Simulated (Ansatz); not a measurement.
# Isomers

Structures of CH5OSi (charge +1), closed shell, relaxed at PBE0-D4/def2-TZVP (vibrations not checked; lower isomers may exist, and structures with a doubtful reference or unclear bonds are left out). Program: Ansatz 0.2.0. Basis: def2-TZVPP. Cores are frozen in the correlated methods. B3LYP uses VWN-RPA correlation.

(1) Rank them by CCSD(T) energy, lowest first, and give each one's height above the lowest. Links in brackets join atoms within 1.22 times the sum of their covalent radii (1.1 for two metals). (Judge from chemistry; the value comes from the calculation.)
A.
CH₅OSi ([CH3][Si][OH2]), total charge +1
```
8
angstrom
C -1.0038 0.7977 -0.5807
Si 0.8400 0.6909 -0.4893
O 0.7881 -0.9685 0.4231
H -1.4361 -0.0398 -1.1451
H -1.2918 1.7220 -1.0905
H -1.4665 0.8109 0.4154
H 1.5981 -1.4296 0.6903
H 0.0005 -1.4725 0.6870
```
B.
CH₅OSi ([CH2][SiH][OH2]), total charge +1
```
8
angstrom
C -0.2002 -1.4938 0.2191
Si 0.6586 -0.0605 0.2480
O -0.2562 1.3475 -0.4236
H -1.2196 -1.6052 -0.1308
H -1.1152 1.2369 -0.8627
H -0.0870 2.2754 -0.1953
H 1.9329 0.5531 0.6251
H 0.2944 -2.3990 0.5588
```
C.
CH₅OSi ([CH2]1[OH][SiH2]1), total charge +1
```
8
angstrom
C -0.6070 0.3511 -0.6312
O -0.2288 0.5546 0.8391
Si 0.5306 -0.8834 0.0795
H -1.6803 0.2055 -0.6860
H -0.2198 1.1531 -1.2524
H 0.2193 1.3907 1.0434
H 0.0153 -2.0957 0.7235
H 1.9708 -0.6758 -0.1159
```
D.
CH₅OSi ([CH3][SiH][OH]), total charge +1
```
8
angstrom
C -0.7546 0.7934 0.0151
Si 0.6627 -0.2710 -0.3507
O 1.0156 -1.6053 0.4059
H -0.3860 1.7992 0.2546
H -1.3699 0.4217 0.8356
H -1.3653 0.8894 -0.8919
H 1.6446 0.0028 -1.4057
H 0.5528 -2.0301 1.1372
```

(2) Do PBE-D4, r2SCAN-D4, PBE0-D4, B3LYP-D4, wB97M-V, HF, MP2 give the same order? (Judge from chemistry; the calculation decides.)

No T1 diagnostic of these runs exceeds 0.014. The restricted Hartree–Fock reference is unstable towards an unrestricted one at one or more of these structures.

For scale, one of the runs: CCSD(T)/def2-TZVPP, 174 basis functions, launched by `ansatz run in.yaml --threads 2 --pin off --events-out ev --progress --plain --max-ram 4352MiB`. Hardware: 2 CPU threads of an Arm Neoverse V1, shared host. Wall time 28 s; peak host memory 1.5 GiB.

Answers

(1) By the calculation: D (0.000 eV), A (1.157 eV), C (1.895 eV), B (2.281 eV). Heights count from the lowest.

(2) By the calculation: All do.
